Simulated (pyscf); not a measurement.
Optimised with ωB97X-D3(BJ)/def2-SVP in PySCF.

**Question.** PBE/def2-TZVP puts the barrier of H₃C–B(CH₃)–CH₃ (SMILES CB(C)C) + NH₃ (SMILES N) → CH₄ (SMILES C) + H₃C–B(CH₃)–NH₂ (SMILES CB(C)N) (four-centre exchange; singlet surface; B–C, H–N broken, C–H, B–N formed) at 0.80 eV and the reaction energy at -1.41 eV, from the separated reactants. What do B3LYP-D3(BJ)/def2-TZVP, M06-2X/def2-TZVP, ωB97M-D3(BJ)/def2-TZVP give on the same structures?

**Answer.** B3LYP-D3(BJ): ΔE‡ = 1.04 eV, ΔE = -1.44 eV; M06-2X: ΔE‡ = 0.90 eV, ΔE = -1.46 eV; ωB97M-D3(BJ): ΔE‡ = 0.97 eV, ΔE = -1.41 eV. PBE's barrier lies under all of them, by 0.10 to 0.24 eV. Its reaction energy matches one of them and lies within 0.05 eV of the others. Low barriers are usual for a GGA, whose delocalisation error favours stretched bonds. On the reactant side the descent ends in an adduct with a B–N contact, 0.68 eV under the separated species and 1.68 eV under the saddle at ωB97X-D3(BJ)/def2-TZVP. What is counted as formed (B–N) is already present as a longer contact in the reactant adduct; forming that adduct is a step of its own. One saddle was located; it need not be the lowest between these sides.
